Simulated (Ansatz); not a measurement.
C5H12S can be A, `CCC(C)(C)S`, or B, `CCCCCS`.

Gas-phase electronic energies from Ansatz, PBE0-D4/def2-TZVP geometries. CCSD(T)/CBS is the MP2 limit (def2-TZVPP, def2-QZVPP) plus CCSD(T) − MP2 in def2-TZVPP, frozen cores. Functionals use def2-TZVPP. B3LYP here is the variant with VWN-RPA as its local correlation; programs differ in this. Each species was taken in one conformer, which may not be the lowest.

(1) Which is lower in electronic energy at CCSD(T)/CBS, and by how much? (Estimate.)

(2) Give E(B) − E(A) in kcal/mol with BLYP-D4, B3LYP, PBE0-D4, B2PLYP, ωB97M-V, CCSD/def2-TZVPP, PBE-D4. (Estimate.)

Largest T1 diagnostic: 0.009.

Answers

(1) The calculation gave: A, by 4.0 kcal/mol.

(2) The calculation gave: BLYP-D4 3.0, B3LYP 0.5, PBE0-D4 2.6, B2PLYP 2.2, ωB97M-V 3.3, CCSD/def2-TZVPP 2.9, PBE-D4 2.8. None reverses the order clearly.

In def2-TZVPP, CCSD(T) changes the Hartree–Fock value by +4.3 kcal/mol (the triples alone add +0.9 kcal/mol) and MP2 by +5.7 kcal/mol. The D4 term adds +2.1 kcal/mol with B3LYP and +1.1 kcal/mol with PBE0; it sums over pairs of atoms, weighted by their polarisabilities, and B3LYP, whose exchange is more repulsive, gets the larger term.
